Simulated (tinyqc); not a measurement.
ROHF in the sto-6g basis, for BH, spin multiplicity 3, step by step. This run ends on a higher stationary point, not on the lowest solution. Computed by tinyqc, a small Python program that keeps every step (integrals from PySCF). Settings: charge = 0, multiplicity = 3, basis = sto-6g, energy threshold = 1e-09, iteration cap = 85, orthogonalisation = canonical, start = Wolfsberg-Helmholz matrix, DIIS depth = 3, method = ROHF. Command: `OMP_NUM_THREADS=1 python tinyqc.py 20043 20044 out.jsonl` (the two numbers bound the seeds that draw the settings). One thread of a shared host (Intel(R) Xeon(R) Processor @ 2.60GHz), about 0.1 s of CPU time with the checks.

Geometry (angstrom):
```
atom       x       y       z
B     0.0000  0.0000  0.0000
H     0.0000  0.0000  2.2380
```

Stop when the energy changes by less than 1e-09 hartree and every element of the error matrix X^T (F D S - S D F) X is below 9e-06.

Course of the cycle:
```
iteration  E (hartree)     change  largest element of the error matrix
1           -23.868138          -                             3.88e-01
2           -24.508367  -6.40e-01                             1.21e-01
3           -24.838940  -3.31e-01                             3.53e-02
4           -24.844260  -5.32e-03                             6.12e-03
5           -24.844557  -2.97e-04                             3.83e-03
6           -24.844618  -6.09e-05                             9.76e-05
7           -24.844618  -6.46e-08                             3.01e-06
8           -24.844618  -3.73e-11                             2.09e-07
```

Can the last value be used, and what does the course show?

No, though the log alone does not show it. Converged in 8 iterations. But the solution lies 0.02080 hartree above the reference: it is another stationary point, not the lowest one. Reruns (cap 100 unless said): DIIS 8: converged in 8 to a higher stationary point; atomic densities as start, DIIS 8: converged in 16. PySCF ROHF in the same basis = -24.865418 hartree.
